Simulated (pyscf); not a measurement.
O=AsH (SMILES O=[AsH]) + SiH₄ (SMILES [SiH4]) -> H₃Si–O–AsH₂ (SMILES [SiH3]O[AsH2]), an addition across a multiple bond or ene-type step (singlet surface; H–Si broken, As–H, O–Si formed). Optimised with ωB97X-D3(BJ)/def2-SVP in PySCF. Correlated levels are frozen-core, on RHF or UHF. ΔMP2 is the change of the MP2 total energy from the triple- to the quadruple-zeta basis. Energies in kJ/mol from the separated reactants.

Small-basis levels: PySCF, no dispersion term, spherical d functions. 

Problem. Quick B3LYP/LANL2DZ single points give ΔE‡ = 117.5 kJ/mol and ΔE = -213.4 kJ/mol. What does CCSD(T)/def2-TZVPP + ΔMP2(QZVPP) give, and how far is the quick result from it?

Solution. CCSD(T)/def2-TZVPP + ΔMP2(QZVPP) gives ΔE‡ = 36.7 kJ/mol and ΔE = -248.3 kJ/mol. B3LYP/LANL2DZ lies 80.8 kJ/mol over it in the barrier and 34.8 kJ/mol over it in the reaction energy, so on this step it does not hold to within 12.6 kJ/mol. CCSD(T)/def2-TZVPP + ΔMP2(QZVPP) has limits of its own. At the saddle there is also a short As–Si contact that neither side keeps. O=AsH lies 31.2 kJ/mol over its isomer HO–As: [triplet] (electronic energy, ωB97M-D3(BJ)). H₃Si–O–AsH₂ lies 44.7 kJ/mol over its isomer HO–SiH₂–AsH₂ (electronic energy, ωB97M-D3(BJ)). This is the saddle that the search found; another between the same sides may lie lower. The CCSD(T) − MP2 part came from Ansatz, without density fitting, on the same reference. The frozen core leaves the outer d or s,p core shells of the metals and heavy elements correlated in the MP2 and CC values, and def2-TZVPP describes them poorly, which can shift differences by a few kcal/mol. In the def2 sets elements up to Kr have no core potential.
